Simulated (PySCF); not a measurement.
**How the method changes the constants of SF**

State: ²Π (doublet), unpaired electrons π ↑. Set-up: basis S def2-SVP, F def2-SVP; no relativity; PySCF 2.14. De refers to S + F in their high-spin ground configurations, without counterpoise correction. The functionals are run spin-unrestricted. A positive dipole means S(−)F(+).

| Level | Re (Å) | ωe (cm⁻¹) | De (eV) | μ (D) |
| --- | --- | --- | --- | --- |
| UHF | 1.598 | 911 | 1.18 | -1.56 |
| UHF-MP2 | 1.628 | 848 | 3.08 | n/a |
| UHF-SCS-MP2 | 1.632 | 834 | 2.96 | n/a |
| UHF-CCSD | 1.630 | 841 | 2.77 | n/a |
| UHF-CCSD(T) | 1.636 | 822 | 2.89 | n/a |
| PBE | 1.640 | 816 | 3.96 | -0.92 |
| PW91 | 1.639 | 817 | 4.00 | -0.93 |
| BP86 | 1.643 | 810 | 3.92 | -0.94 |
| r²SCAN | 1.627 | 839 | 3.51 | -1.00 |
| B3LYP | 1.628 | 839 | 3.51 | -1.12 |
| PBE0 | 1.616 | 868 | 3.42 | -1.08 |

Q: Which functional lies closest to UHF-CCSD(T) in De, which farthest, and by how much do they differ from it?

A: Closest is PBE0 (-2.0 pm in Re, +5.6 % in ωe, +0.53 eV in De against UHF-CCSD(T) in the same basis), farthest PW91 (+0.3 pm in Re, -0.6 % in ωe, +1.11 eV in De). CCSD(T) converges more slowly with the basis than the functionals do and binds too weakly in this one, so the order can change at the basis-set limit.

Q: What does a quarter of exact exchange do here, going from PBE to PBE0?

A: PBE0 less PBE: -2.4 pm in Re, +6.4 % in ωe, -0.54 eV in De. Exact exchange removes part of the self-interaction that spreads semilocal densities, and in most molecules shortens and stiffens the bond and lowers De; so it does here.

Q: What does the step from GGA to meta-GGA do here, going from PBE to r²SCAN?

A: r²SCAN less PBE: -1.3 pm in Re, +2.8 % in ωe, -0.45 eV in De. 

Correlated steps freeze 6 core orbitals. Correlated levels converge slowly with the basis: in double zeta they bind strong bonds too weakly, by up to about 1 eV, and carry superposition errors of some tenths. The state is the lowest determinant that a PBE0 search found; another state may lie lower at other levels.
